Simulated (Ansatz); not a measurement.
**One element changed: atomization energies of BS, AlS**

Ansatz 0.2.0, basis cc-pVDZ; geometries are PBE0/def2-TZVP minima. Wave-function levels freeze the cores; HF, MP2 and coupled cluster are restricted for singlets and unrestricted otherwise, atoms included (their steps beyond CCSDT(Q) come from restricted open-shell runs). MRCISD+Q stands on CASSCF in the full valence space, and MRCISD+Q is size-consistent only roughly. The reference is full CI, exact within the basis. An error is the level's value less the reference. None of these values is a measured one. Energies are electronic, without zero-point terms. The set is small: it underbinds, by tens of kJ/mol for each bond, so near ties and functionals' places can change in larger sets. No spin–orbit coupling and no scalar relativity. The species are chosen: bound, without strong static correlation by their natural occupations or amplitudes, in their lowest spin state as far as vertical gaps and like structures tell, and with a ladder that closes on the reference, so errors are smaller than for species at large; levels whose determinant breaks symmetry or spin markedly are left out.

```json
{"species": "BS, doublet", "bonds (Å)": "B–S 1.608", "quantity": "atomization", "symmetry of the states": "Σ⁺", "reference": "full CI", "value (kcal/mol)": "120.0", "error CCSD(T)": "-0.8", "error CCSDT": "-0.3", "error CCSDT(Q)": "0.1", "error CCSDTQ": "0.0", "error MRCISD+Q": "-1.2"}
{"species": "AlS, doublet", "bonds (Å)": "Al–S 2.032", "quantity": "atomization", "symmetry of the states": "Σ⁺", "reference": "full CI", "value (kcal/mol)": "80.4", "error CCSD(T)": "-0.8", "error CCSDT": "-0.4", "error CCSDT(Q)": "0.2", "error CCSDTQ": "0.0", "error MRCISD+Q": "-2.3"}
```

The reference falls from B to Al, by 39.6 kcal/mol in all.
